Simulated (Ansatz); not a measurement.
Energy needed to pull apart AlH$_{2}$O (SMILES [OH][AlH]), doublet, into free ground-state atoms, from the structure below (displaced at random from a GFN2-xTB minimum); no zero-point or spin–orbit terms; open-shell atoms are treated unrestricted, in their ground-state multiplicity.

```
4
angstrom
O 0.2558 -0.6663 0.3962
Al 0.2756 0.8840 0.0966
H 0.3018 -1.6767 0.6155
H -0.6471 1.3497 -1.1846
```

Program: Ansatz 0.2.0. Basis: def2-TZVPP. Cores are frozen in the correlated methods; orbitals are unrestricted. B3LYP uses VWN-RPA correlation.

```tsv
method	atomization energy (kJ/mol)
PBE-D4	1126
r2SCAN-D4	?
PBE0-D4	1095
B3LYP-D4	1113
BHLYP-D4	1067
wB97M-V	1111
HF	?
MP2	1114
CCSD	1064
CCSD(T)	1081
```

Problem. What does HF give? (To be estimated.)

Solution. By the calculation: 778 kJ/mol, which is about 304 kJ/mol less than CCSD(T)/def2-TZVPP.

Problem. What does r2SCAN-D4 give? (Judge from chemistry; the value comes from the calculation.)

Solution. The calculation gives: 1131 kJ/mol, which is about 50 kJ/mol more than CCSD(T)/def2-TZVPP.

In triple zeta the MP2 and coupled-cluster atomization energies are still short of their basis limit by a few kcal/mol a bond, whereas those of the functionals are nearly converged, so these differences are not deviations from converged CCSD(T).

No T1 diagnostic of these runs exceeds 0.017. ⟨S²⟩ of the unrestricted Hartree–Fock references: 0.76 (a pure state has 0.75).

For scale, one of the runs: CCSD(T)/def2-TZVPP forces, 101 basis functions, launched by `ansatz run in.yaml --threads 4 --pin off --events-out ev --progress --plain --max-ram 5222MiB`. The run took 24 s on 4 CPU threads of an Arm Neoverse N1 (shared host), with 1 GiB of host memory at its peak.
